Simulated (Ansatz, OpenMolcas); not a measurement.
# BCl (SMILES [B]Cl): methods side by side

BCl has 2 atoms, charge 0, and is taken as a singlet. As SMILES, `[B]Cl`. Geometry: relaxed at GFN2-xTB.

```tsv
atom	x (Å)	y (Å)	z (Å)
B	0.0000	0.0000	0.0000
Cl	0.0000	0.0000	1.5785
```

Each level gives the energy change with the B1–Cl2 bond stretched from 1.579 to 2.368 Å (eV). The values are calculated.

```csv
level,kind,program,value (eV),less FCI/STO-3G
HF/STO-3G (restricted),Hartree–Fock,Ansatz,1.27,+0.35
SVWN5/STO-3G (restricted),LDA,Ansatz,1.00,+0.08
revPBE/STO-3G (restricted),GGA,Ansatz,0.65,-0.27
r2SCAN/STO-3G (restricted),meta-GGA,Ansatz,0.89,-0.03
B3LYP/STO-3G (restricted),global hybrid,OpenMolcas,0.86,-0.06
wB97M-V/STO-3G (restricted),range-separated hybrid,Ansatz,1.11,+0.19
B2PLYP/STO-3G (restricted),double hybrid,Ansatz,0.99,+0.07
CCSD/STO-3G (restricted),coupled cluster or CI,Ansatz,0.97,+0.05
CCSDT/STO-3G (restricted),coupled cluster or CI,Ansatz,0.93,+0.01
FCI/STO-3G,exact in the basis,Ansatz,0.92,0.00
```

FCI/STO-3G is exact within its basis and frozen core, so for wave-function methods in that basis the difference is their error; functionals converge differently with the basis, so for them it is only a difference. The first shape isn't each level's own minimum. The values span 0.65 to 1.27 eV. All rows use very small basis sets, so even the best lies far from the true value.
